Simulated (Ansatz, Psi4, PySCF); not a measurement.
System: thioethanol, C₂H₆S (charge 0, singlet). SMILES: CCS
Geometry from a B3LYP-D3(BJ)/def2-TZVP (Ansatz, an electronic-structure program) optimisation:
```xyz
9

C      1.5260     0.6696    -0.0051
C      0.0131     0.8318     0.0111
S     -0.7684    -0.8280    -0.0040
H     -2.0453    -0.4120     0.0134
H     -0.3062     1.3641     0.9064
H     -0.3226     1.3880    -0.8635
H      2.0088     1.6484     0.0036
H      1.8712     0.1133     0.8677
H      1.8548     0.1370    -0.8989
```
Charge 0, spin multiplicity 1.

Property: enthalpy of formation at 298 K, in kcal/mol. Conventions: 6-311+G** with 5d, 6d on Na to Ar in Ansatz; six Cartesian d functions in 6-31G* and its kin unless marked 5d; UHF or UKS for open shells; no spin-orbit coupling; no dispersion term unless named; non-relativistic; LANL2DZ with its own core potentials from Na on; frozen cores in correlated levels. Basis-set limits of correlation are two-point, X^-3; Hartree-Fock from the larger set. [CCSD(T)-MP2]/basis is that difference in the basis named. First-principles rows: single points at B3LYP-D3(BJ) geometries (Ansatz), with unscaled harmonic terms from B3LYP/6-31G* at its own minima, enthalpies of formation by atomisation with measured atoms.

Measured values: G2/97 table in ASE (Curtiss et al.); they hold spin-orbit and core effects, anharmonicity and other conformers. 

Value to compare with, the measured value: -11.1 kcal/mol.

```tsv
level	program	enthalpy of formation at 298 K (kcal/mol)	error
HF/3-21G	Ansatz	222.3	233.4
PBE/LANL2DZ	Ansatz	7.0	18.1
BP86/def2-SVP	PySCF	-28.4	-17.3
B3LYP/3-21G	Ansatz	14.3	25.4
B3LYP/6-31G*	Ansatz	-2.9	8.2
B3LYP/def2-SVP	Ansatz	-4.9	6.2
PBE0/6-31G*	Ansatz	-8.7	2.4
PBE0/6-311+G**	Ansatz	-5.5	5.6
M06-2X/6-311+G**	PySCF	-3.2	7.9
wB97X-D/6-311+G**	Psi4	-3.9	7.2
MP2/STO-3G	Ansatz	-31.0	-19.9
MP2/3-21G	Ansatz	113.2	124.3
MP2/LANL2DZ	Ansatz	125.0	136.1
MP2/6-311+G**	Ansatz	29.9	41.0
B3LYP/def2-TZVPD	Ansatz	-4.4	6.7
B2PLYP-D3(BJ)/def2-TZVPD	Ansatz + dftd3	-1.6	9.5
RI-MP2/CBS(aug-cc-pV(T+d)Z,aug-cc-pV(Q+d)Z)+[CCSD(T)-MP2]/aug-cc-pV(T+d)Z	Ansatz	-11.2	-0.1
```

Among the 14 habitual levels, HF/3-21G lies farthest from the measured value (233.4 kcal/mol) and PBE0/6-31G* nearest (2.4); 12 of 14 lie above it, and their mean absolute error is 46.6 kcal/mol, the median 17.7. One case shows no general order.

The levels are drawn from those run, B3LYP/6-31G* more often than the rest, none by its result; runs whose electronic state is in doubt are left out.
